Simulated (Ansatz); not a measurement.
# Rutile SnO2

All values below come from r²SCAN+SOC (PAW; Ansatz, a first-principles code).

Run with plane-wave cutoff 560 eV, 8×8×10 k mesh (along the axes of the cell as run), Fermi–Dirac smearing 0.01 eV, PAW data made under PBE.

Cell (relaxed at this level):

Space group P4₂/mnm (No. 136); a = b = 4.7596 Å, c = 3.2004 Å, α = β = γ = 90.00°

| atom | site | symmetry | x | y | z |
|---|---|---|---|---|---|
| Sn | 2a | m.mm | 0.0000 | 0.0000 | 0.0000 |
| O | 4f | m.2m | 0.3059 | 0.3059 | 0.0000 |

For rutile SnO2, the bulk modulus is 203 GPa and the band gap comes out as 1.78 eV (direct). The pressure derivative B′ of the bulk modulus is 5.2.

Measured, for comparison: band gap 3.81 eV (zero-point renormalisation of 215 meV (computed, non-adiabatic AHC, without the lattice-expansion part) added back here to the 1.8 K gap of; inputs from Miglio et al. (2020), arXiv:2011.12765); bulk modulus 212 GPa (temperature not stated, no zero-point or thermal correction, from measured elastic constants; as tabulated in Toher et al. (2017), arXiv:1611.05714). Computed (rounded) less measured: band gap -2.03 eV, bulk modulus -4 %.

Note: the bulk modulus comes from volumes at which shape and atoms were relaxed.

Static lattice: no zero-point or thermal effects.
